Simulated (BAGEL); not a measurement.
# A workflow on SiHCl (SMILES [SiH]Cl)

Aim: a single-point energy (HF/6-31G*), then a single-point energy (NEVPT2(2,2)/6-31G*), then the energy (CASPT2(2,2)/6-31G*) of SiHCl. 

The results are computed with BAGEL 1.2.2.

4 further runs of the same task are left out: 4 set aside as unsound or not needed.

### Step 1. Starting point

The species is SiHCl (3 atoms), meant as a singlet with charge 0. As SMILES, `[SiH]Cl`. The Si1–H3 distance was set to 2.905 Å, away from the relaxed value. At this shape a bond of the SMILES string is far longer than usual.

Bond lengths: Si1–Cl2 2.077 Å.

### Step 2. A single-point energy at HF/6-31G(d) (density fitting with svp-jkfit, spherical functions) (run 1)

job.json

```json
{ "bagel": [

{
  "title": "molecule",
  "basis": "6-31gs.json",
  "df_basis": "svp-jkfit",
  "angstrom": false,
  "geometry": [
    { "atom": "Si", "xyz": [    -0.73199297,     3.62118580,     0.01447152 ] },
    { "atom": "Cl", "xyz": [     2.71433835,     3.20894204,     1.84777043 ] },
    { "atom": "H", "xyz": [    -1.37407656,    -1.74571010,    -0.94924723 ] }
  ]
},

{ "title": "hf" },

{ "title": "print", "file": "orbitals.molden", "orbitals": true }

]}
```

The basis set 6-31G* is read from a file made from the Basis Set Exchange's data (not shown).

Command:

```bash
$ BAGEL_NUM_THREADS=1 BAGEL job.json > job.out
```

Output:

```text
* using 1 threads per process

  ===============================================================
  ===============================================================

  *** Geometry ***

  { "atom" : "Si", "xyz" : [     -0.731993,      3.621186,      0.014472 ] },
  { "atom" : "Cl", "xyz" : [      2.714338,      3.208942,      1.847770 ] },
  { "atom" : "H", "xyz" : [     -1.374077,     -1.745710,     -0.949247 ] },

  Number of auxiliary basis functions:      274

  Since a DF basis is specified, we compute 2- and 3-index integrals:
    o Being stored without compression. Storage requirement is 0.003 GB

  Number of basis functions:       38
  Number of electrons      :       32

    * METHOD: MOLECULE                             0.05

  *** RHF ***

  === Nuclear Repulsion ===
    65.6083332643

      * DIIS with orbital gradients will be used.

  === RHF iteration (6-31gs.json) ===
      0       -748.72370687          0.01720195           0.01
      1       -748.80676022          0.01039807           0.01
      2       -748.83070043          0.00131729           0.01
      3       -748.83163023          0.00028741           0.01
      4       -748.83168454          0.00009494           0.01
      5       -748.83169058          0.00001283           0.01
      6       -748.83169066          0.00000389           0.01
      7       -748.83169067          0.00000138           0.01
      8       -748.83169067          0.00000036           0.01
      9       -748.83169067          0.00000011           0.01
     10       -748.83169067          0.00000003           0.01
     11       -748.83169067          0.00000001           0.01
    * SCF iteration converged.

    * Permanent dipole moment:
           (    0.214965,    -1.451027,    -0.048546) a.u.

    * METHOD: HF                                   0.15

    * METHOD: PRINT                                0.00

  ===============================================================
```

It took 0.36 s on 1 thread of Arm Neoverse V2, shared host; peak memory 0.14 GiB.

### Step 3. A single-point energy at NEVPT2(2,2)/6-31G(d) (density fitting with svp-jkfit, spherical functions) (run 2)

input.json

```json
{ "bagel" : [

{
  "title" : "molecule",
  "basis" : "6-31gs.json",
  "df_basis" : "svp-jkfit",
  "angstrom" : false,
  "geometry" : [
    { "atom" : "Si", "xyz" : [    -0.73199297,     3.62118580,     0.01447152 ] },
    { "atom" : "Cl", "xyz" : [     2.71433835,     3.20894204,     1.84777043 ] },
    { "atom" : "H", "xyz" : [    -1.37407656,    -1.74571010,    -0.94924723 ] }
  ]
},

{
  "title" : "hf"
},

{
  "title" : "nevpt2",
  "nstate" : 1,
  "nact" : 2,
  "nclosed" : 15,
  "active" : [16, 18],
  "maxiter" : 200,
  "natocc" : true,
  "ncore" : 10
},

{
  "title" : "print",
  "file" : "orbitals.molden",
  "orbitals" : true
}

]}
```

The basis set 6-31G* is read from a file made from the Basis Set Exchange's data (not shown).

Command:

```bash
$ BAGEL_NUM_THREADS=1 BAGEL input.json > input.out
```

Output:

```text
* using 1 threads per process

  ===============================================================
  ===============================================================

  *** Geometry ***

  { "atom" : "Si", "xyz" : [     -0.731993,      3.621186,      0.014472 ] },
  { "atom" : "Cl", "xyz" : [      2.714338,      3.208942,      1.847770 ] },
  { "atom" : "H", "xyz" : [     -1.374077,     -1.745710,     -0.949247 ] },

  Number of auxiliary basis functions:      274

  Since a DF basis is specified, we compute 2- and 3-index integrals:
    o Being stored without compression. Storage requirement is 0.003 GB

  Number of basis functions:       38
  Number of electrons      :       32

    * METHOD: MOLECULE                             0.05

  *** RHF ***

[... 11 lines left out ...]
    * SCF iteration converged.
[... 1 line left out ...]
    * Permanent dipole moment:
[... 28 lines left out ...]
    * Second-order optimization converged. *

     guess   0:   closed 1.                   open ..

  === FCI iteration ===

      0  0      -748.82057331     7.56e-02      0.00
      1  0      -748.88657493     2.28e-02      0.00
      2  0 *    -748.89382019     2.25e-16      0.00

     * ci vector, state   0, <S^2> = 0.0000
       2.     0.8973071616
       .2    -0.4414066807

  === DF-NEVPT2 calculation ===

    * 3-index integral transformation done
    * assembly done

      NEVPT2 correlation energy:   -0.1841346787      0.01

          (+0)     -0.1569857161
          (+0)'    -0.0065607512
          (+1)     -0.0066151624
          (+1)'    -0.0000000000
          (+2)     -0.0003556708
          (-1)     -0.0133033832
          (-1)'     0.0000000000
          (-2)     -0.0003139949

      NEVPT2 total energy:       -749.0779548717

    * METHOD: NEVPT2                               0.54

    * METHOD: PRINT                                0.00

  ===============================================================
```

Wall time 0.9 s (1 thread of Arm Neoverse V2, shared host); peak memory 0.14 GiB.

### Step 4. The energy at CASPT2(2,2)/6-31G(d) (density fitting with svp-jkfit, spherical functions) (run 3)

job.json

```json
{ "bagel" : [

{
  "title" : "molecule",
  "basis" : "6-31gs.json",
  "df_basis" : "svp-jkfit",
  "angstrom" : false,
  "geometry" : [
    { "atom" : "Si", "xyz" : [ -0.73199297,  3.62118580,  0.01447152 ] },
    { "atom" : "Cl", "xyz" : [  2.71433835,  3.20894204,  1.84777043 ] },
    { "atom" : "H", "xyz" : [ -1.37407656, -1.74571010, -0.94924723 ] }
  ]
},
{ "title" : "hf" },
{ "title" : "casscf", "nstate" : 1, "nact" : 2, "nclosed" : 15, "active" : [16, 18], "maxiter" : 200, "natocc" : true },
{ "title" : "print", "file" : "orbitals.molden", "orbitals" : true },
{ "title" : "smith", "method" : "caspt2", "ms" : true, "xms" : true, "sssr" : true, "shift" : 0.2, "shift_imag" : true, "ncore" : 10 }

]}
```

The basis set 6-31G* is read from a file made from the Basis Set Exchange's data (not shown).

Command:

```bash
$ BAGEL_NUM_THREADS=1 BAGEL job.json > job.out
```

Output:

```text
* using 1 threads per process

  ===============================================================
  ===============================================================

  *** Geometry ***

  { "atom" : "Si", "xyz" : [     -0.731993,      3.621186,      0.014472 ] },
  { "atom" : "Cl", "xyz" : [      2.714338,      3.208942,      1.847770 ] },
  { "atom" : "H", "xyz" : [     -1.374077,     -1.745710,     -0.949247 ] },

  Number of auxiliary basis functions:      274

  Since a DF basis is specified, we compute 2- and 3-index integrals:
    o Being stored without compression. Storage requirement is 0.003 GB

  Number of basis functions:       38
  Number of electrons      :       32

    * METHOD: MOLECULE                             0.05

  *** RHF ***

[... 11 lines left out ...]
    * SCF iteration converged.
[... 1 line left out ...]
    * Permanent dipole moment:
[... 27 lines left out ...]
    * Second-order optimization converged. *
[... 9 lines left out ...]
     * ci vector, state   0, <S^2> = 0.0000
[... 16 lines left out ...]
    * Zeroth order energy : state  0       -0.4105125322
[... 4 lines left out ...]
       #      aibj      arbs      arbi      airj      risj      airs      arst      rist         Etot      error   time
[... 2 lines left out ...]
       0  -0.15588  -0.00042  -0.01402  -0.00714  -0.00056  -0.00615  -0.00000   0.00000   -0.1841807  0.0010467   0.01
       1  -0.15589  -0.00043  -0.01403  -0.00717  -0.00058  -0.00621  -0.00000  -0.00000   -0.1843014  0.0001389   0.01
       2  -0.15589  -0.00043  -0.01403  -0.00717  -0.00058  -0.00621  -0.00000  -0.00000   -0.1843037  0.0000182   0.01
       3  -0.15589  -0.00043  -0.01403  -0.00717  -0.00058  -0.00621  -0.00000  -0.00000   -0.1843037  0.0000025   0.01
       4  -0.15589  -0.00043  -0.01403  -0.00717  -0.00058  -0.00621   0.00000  -0.00000   -0.1843038  0.0000003   0.01

      ------------------------------------------------------------------------------------------------------------------

    * CASPT2 energy : state  0     -749.0798785674
        w/o shift correction       -749.0781239437
        reference weight              0.9241071520

    * METHOD: SMITH                                0.05

  ===============================================================
```

It took 0.93 s on 1 thread of Arm Neoverse V2, shared host; peak memory 0.14 GiB.

### Step 5. Summary of results

| quantity | value |
| --- | --- |
| run 1, HF/6-31G*: total energy | -748.83169 Eh |
| run 1, HF/6-31G*: dipole moment | 3.73 D |
| run 1, HF/6-31G*: HOMO energy | -7.67 eV |
| run 1, HF/6-31G*: LUMO energy | -0.65 eV |
| run 1, HF/6-31G*: HOMO–LUMO gap | 7.02 eV |
| run 2, NEVPT2(2,2)/6-31G*: total energy | -749.07795 Eh |
| run 3, CASPT2(2,2)/6-31G*: total energy | -749.07988 Eh |

**Reading.** One bond (run 1, HF/6-31G*) is far stretched, which a spin-restricted single reference describes badly; a broken-symmetry solution may lie lower.
